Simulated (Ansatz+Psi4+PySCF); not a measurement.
doublet AlH(+): levels of theory in one basis

```xyz
2

Al    0.0008    0.0003    0.0016
H     0.7295    0.2869    1.4498
```

Basis set: cc-pVTZ on H; cc-pV(T+d)Z on Al (spherical functions). Correlated methods keep 5 orbitals frozen. Correlation on ROHF uses semicanonical orbitals with singles. Charge 1, multiplicity 2.

Computed with Ansatz (development build ahead of 0.2.0) and Psi4 1.11; each method stands on the lowest determinant of its kind that the runs found.

```tsv
method	E − E(ROHF) (eV)	<S²> of the determinant
ROHF	0.00	0.75
UHF	-0.13	0.78
ROHF-MP2	-1.00	–
UHF-MP2	-1.03	0.78
```
